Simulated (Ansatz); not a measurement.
Results of HSE06+SOC (Ansatz, an electronic-structure program, PAW) for chalcopyrite ZnSiAs₂ (cell taken from a computed entry).

Numerical settings: plane-wave cutoff 460 eV, 6×6×6 k mesh, Fermi–Dirac smearing 0.01 eV, PAW data made under PBE.

Cell (relaxed with PBEsol):

```cif
data_As4Si2Zn2
_chemical_formula_sum 'Zn2 Si2 As4'
_space_group_name_H-M_alt 'P 1'
_space_group_IT_number 1
_cell_length_a 6.73659
_cell_length_b 6.73659
_cell_length_c 6.73659
_cell_angle_alpha 131.012
_cell_angle_beta 131.012
_cell_angle_gamma 71.793
loop_
_space_group_symop_operation_xyz
  'x, y, z'
loop_
_atom_site_label
_atom_site_type_symbol
_atom_site_fract_x
_atom_site_fract_y
_atom_site_fract_z
_atom_site_occupancy
Zn1 Zn 0.00000 0.00000 0.00000 1
Zn2 Zn 0.75000 0.25000 0.50000 1
Si1 Si 0.50000 0.50000 0.00000 1
Si2 Si 0.25000 0.75000 0.50000 1
As1 As 0.87500 0.86436 0.48936 1
As2 As 0.13564 0.62500 0.01064 1
As3 As 0.37500 0.38564 0.51064 1
As4 As 0.61436 0.12500 0.98936 1
```

Q: What does this level give for the band gap?

A: 
* **band gap**: 1.67 eV (direct)

Measured, for comparison: band gap 1.74 eV (temperature not stated, no zero-point or thermal correction, pseudodirect, our sources range from 1.60 to 1.74; as tabulated in Rashkeev et al. (1999), arXiv:cond-mat/9809378).

Note: cell and atoms aren't relaxed at this level (pressure 1.3 GPa).

Computed values are for the static lattice.
